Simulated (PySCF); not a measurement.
**Dipole moment and polarisability across levels of theory**

Compound: nitrosyl chloride, ClNO.
SMILES: `O=NCl`

PySCF, dipoles from the SCF density, polarisabilities from static response with core orbitals frozen. Geometry: PBE0-D3(BJ)/def2-SVP; no solvent, vibrations or thermal averaging.

**Question.** How do dipole and polarisability depend on functional and basis here?

**Answer.** 

```tsv
level	μ (D)	error (%)	α (Å³)	error (%)	anisotropy (Å³)
PBE0/def2-SVP	1.659	-11.1	3.23	-36.1	4.37
PBE0/6-31+G*	1.993	+6.8	4.12	-18.3	4.78
PBE0/aug-cc-pVDZ	1.920	+2.9	4.75	-5.8	4.28
PBE0/def2-TZVP	1.859	-0.4	4.00	-20.7	4.67
PBE0/def2-TZVPD	1.886	+1.1	4.93	-2.2	4.18
PBE0/aug-cc-pVTZ	1.890	+1.3	4.90	-2.9	4.21
```

Reference dipole: 1.866 D (measured, gas; NIST CCCBDB Release 22 (SRD 101), experimental dipoles). Reference dipole: 2.077 D (computed, CCSD(T)/CBS, all electrons, equilibrium geometry, gas; Hait, Head-Gordon, J. Chem. Theory Comput. 14 (2018) 1969). Reference polarisability: 5.045 Å³ (computed, CCSD(T)/CBS, static electronic, isotropic average, equilibrium geometry, gas; Hait, Head-Gordon, Phys. Chem. Chem. Phys. 20 (2018) 19800). Errors are taken against the first value of each kind. The anisotropy is √(½[(α1 − α2)² + (α2 − α3)² + (α3 − α1)²]). For the dipole, the smallest error is 0.4% (PBE0/def2-TZVP) and the largest 11.1% (PBE0/def2-SVP). For the polarisability, the smallest error is 2.2% (PBE0/def2-TZVPD) and the largest 36.1% (PBE0/def2-SVP). The dipole runs from 1.66 D (PBE0/def2-SVP) to 1.99 D (PBE0/6-31+G*). With PBE0 the polarisability is 3.61 Å³ without diffuse functions (mean of def2-SVP and def2-TZVP) and 4.68 Å³ with them (mean of 6-31+G*, aug-cc-pVDZ, def2-TZVPD and aug-cc-pVTZ). Measured values can belong to vibrating molecules; the computed ones are for one fixed geometry.
